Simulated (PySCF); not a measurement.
## Worked example for `O=C1[CH][CH+]1` ([C3H2O]+•): recombination energy to the singlet neutral

The parent is a doublet.

Level of theory: B3LYP-D3(BJ)/ma-def2-TZVP single points in PySCF, grid level 2; every species was optimised with PBE0-D3(BJ)/def2-SVP. The prefix ma- adds one diffuse s and one diffuse p function on all atoms but H. Zero-point energies come from unscaled PBE0-D3(BJ)/def2-SVP harmonic frequencies.

```jsonl
{"state": "parent", "structure": "parent", "E / Eh": "-190.383122"}
{"state": "singlet neutral", "structure": "parent", "E / Eh": "-190.722414"}
{"state": "singlet neutral", "structure": "singlet neutral", "E / Eh": "-190.728794"}
{"state": "parent", "structure": "singlet neutral", "E / Eh": "-190.376887"}
```

Zero-point energy of the singlet neutral less that of the parent: 0.048 eV. 1 Eh = 27.2114 eV.

Task: Work out the vertical and adiabatic recombination energy.

Result: Vertical: (-190.383122) − (-190.722414) = 0.339292 Eh = 9.23 eV. Adiabatic: 0.345672 Eh = 9.406 eV, and 9.36 eV with zero-point energy.

Task: And the inner reorganisation energy of self-exchange?

Result: The singlet neutral relaxes by 173.6 meV and the parent by 169.7 meV, so λ = 343 meV.
